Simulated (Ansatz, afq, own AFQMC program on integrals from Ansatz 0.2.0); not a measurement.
AFQMC on a folder of integrals that Ansatz 0.2.0 wrote.

```yaml
crystal:
  periodic: [false, false, false]
  atoms:
    - {symbol: Al, position_ang: [0.000000, -0.077578, -0.228745]}
    - {symbol: H, position_ang: [0.000000, 3.053852, 4.883414]}
    - {symbol: H, position_ang: [0.000000, -0.977157, 1.239846]}
basis:
  gaussian: {orbitals: cc-pVDZ}
total_charge: 1
magnetization: {spin_polarized: true, initial_magnetization: 2}
correlation: {method: ccsd_t, electrons: outside_noble_gas, hamiltonian_folder: ham}
```

```sh
$ ansatz run in.yaml --threads 1 --pin off --events-out ev --progress --plain --max-ram 16896MiB --backend cuda --devices 0, --max-vram 18GiB
```

Options of the walk:

```
--method phaseless --trial hf --walkers 4000 --populations 20 --least-time 40 --time-step 0.005 --steps-per-block 20 --equilibration-blocks 160 --max-blocks 4000 --target-error 0.0012000 --factor-cut 1e-05 --start spin_pure --seed 616 --taylor-order 6
```

Times are imaginary, in 1/Eh. The walk had a cap of 49 s. With eight or more populations the least sampling time is a fifth of least-time, and the error comes from their spread.

```
orbitals 23  electrons 3 1  factors 129 of 266
reference energy -242.68573009 Eh
CCSD correlation -0.04182429 Eh in 11 cycles, weight of the determinant in the CISD state 0.9493
energy of the start -242.686499 Eh
 block  time / (1/Eh)  mean weight  energy / Eh
     1     0.100  1.0001  -242.691643
     2     0.200  1.0003  -242.696029
     3     0.300  1.0002  -242.699757
     4     0.400  1.0001  -242.702885
     5     0.500  1.0002  -242.705565
     8     0.800  1.0001  -242.711407
    13     1.300  1.0000  -242.717501
    25     2.500  1.0001  -242.723248
    31     3.100  0.9999  -242.724579
    49     4.900  0.9998  -242.727411
    67     6.700  1.0000  -242.728123
    85     8.500  1.0000  -242.727032
    91     9.100  1.0000  -242.728688
   103    10.300  1.0000  -242.728033
   121    12.100  1.0001  -242.727102
   139    13.900  1.0002  -242.727298
   157    15.700  1.0001  -242.727394
   175    17.500  1.0001  -242.727859
   193    19.300  1.0002  -242.727279
   211    21.100  1.0000  -242.727959
   229    22.900  1.0000  -242.726856
   235    23.500  1.0002  -242.726678
error from the spread of 20 populations
energy -242.727299 +/- 0.000293 Eh
(rows thinned)
```

Estimate how long the walk took on 1 × NVIDIA H100 80GB HBM3 with 2 threads of AMD EPYC 7R13 Processor (Zen 3) (shared host) (the card was shared).

44 s of wall time.

The run passed its tests (sampling time, drift between the halves within three errors, error under three times the target), which doesn't prove that it has relaxed.

Against this walk (error 8.0 meV) on the same determinant: CCSD(T) 19.6 meV lower, CCSDT(Q) 26.5 meV lower, full CI 26.5 meV lower, a separate phaseless walk with a CISD trial and standard settings 23.5 ± 8.0 meV lower. The error is statistical and leaves out the bias of the constraint. Full CI is exact here, so the walk's 26 meV above it is the walk's own error: the bias of the constraint with this trial.

Cautions: constraint bias not in the error; lower spins were not checked.

CCSDT and higher add their correlation energy to the determinant of the CCSD(T) run, since their own runs factorise the integrals more tightly (a shift of under 2 meV). A walk keeps the symmetry of its determinant, which the program's search chose and which needn't be the lowest solution, so a lower state of the same spin and another symmetry isn't excluded.
